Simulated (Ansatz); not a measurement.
C4H4F2 (`FCC#CCF`) at its PBE0-D4/def2-TZVP geometry, where that method's forces vanish. Charge 0, multiplicity 1.

```tsv
atom	x (Å)	y (Å)	z (Å)
F1	2.6292	-0.7469	0.8421
C2	1.8876	-0.7301	-0.3224
C3	0.5575	-0.2001	-0.1034
C4	-0.5517	0.2309	0.0620
C5	-1.8799	0.7711	0.2674
F6	-2.8128	-0.2274	0.4653
H7	1.8253	-1.7557	-0.6995
H8	2.4244	-0.1197	-1.0553
H9	-1.8882	1.4220	1.1473
H10	-2.1916	1.3560	-0.6036
```

**Question.** For each bond, give half the difference of the two atoms' forces along it (eV/Å; positive pushes the atoms apart) under PBE-D4, r2SCAN-D4, B3LYP-D4, ωB97M-V in def2-TZVPP. (Best estimate.)

**Answer.** The calculation gave: 
```csv
bond,length (Å),PBE-D4,r2SCAN-D4,B3LYP-D4,ωB97M-V
F1–C2,1.381,0.62,0.41,0.44,0.20
C2–C3,1.448,-0.73,-0.33,0.06,0.46
C2–H7,1.095,0.11,-0.04,-0.13,-0.20
C2–H8,1.095,0.12,-0.04,-0.13,-0.20
C3–C4,1.201,1.11,0.45,-0.17,-0.59
C4–C5,1.448,-0.73,-0.33,0.06,0.46
C5–F6,1.381,0.62,0.41,0.44,0.20
C5–H9,1.095,0.11,-0.04,-0.13,-0.20
C5–H10,1.095,0.12,-0.04,-0.13,-0.20
```

B3LYP here is the variant with VWN-RPA as its local correlation; programs differ in this.

Computed with Ansatz.
